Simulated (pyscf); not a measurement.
Structures and frequencies: ωB97X-D3(BJ)/def2-SVP in PySCF.

### Question
Estimate the classical barrier height and the reaction energy of `[SH][Ga]([Cl])[Cl]` + `[FH]` → `[SH2]` + `[F][Ga]([Cl])[Cl]` at PBE0-D3(BJ)/def2-TZVP. The step runs on the singlet surface, breaks Ga–S, F–H and forms H–S, F–Ga; take the separated reactants as zero.

### Answer
ΔE‡ = -3.3 kcal/mol, ΔE = +5.0 kcal/mol. ωB97M-D3(BJ)/def2-TZVP gives -1.4 kcal/mol and +2.4 kcal/mol. Zero-point energy shifts the barrier by -0.6 kcal/mol. It is a four-centre exchange, with an imaginary mode of 865i cm⁻¹. On the reactant side the descent ends in an adduct with a F–Ga contact, 9.4 kcal/mol under the separated species and 6.8 kcal/mol under the saddle at ωB97X-D3(BJ)/def2-TZVP. On the product side the descent ends in an adduct with a Ga–S contact, 21.0 kcal/mol under the separated species and 13.1 kcal/mol under the saddle at ωB97X-D3(BJ)/def2-TZVP. At PBE0-D3(BJ) the saddle lies under the separated reactants, which points to a path from their complex (located at ωB97X-D3(BJ) alone). At PBE0-D3(BJ) the saddle lies under the separated products, which points to a path from their complex (located at ωB97X-D3(BJ) alone), and parting the products costs more than the saddle. What is counted as formed (F–Ga) is already present as a longer contact in the reactant adduct; forming that adduct is a step of its own. What is counted as broken (Ga–S) persists as a longer contact in the product adduct; parting that adduct is a step of its own. One saddle was located; it need not be the lowest between these sides. Elements up to Kr have no core potential and no relativistic terms here.
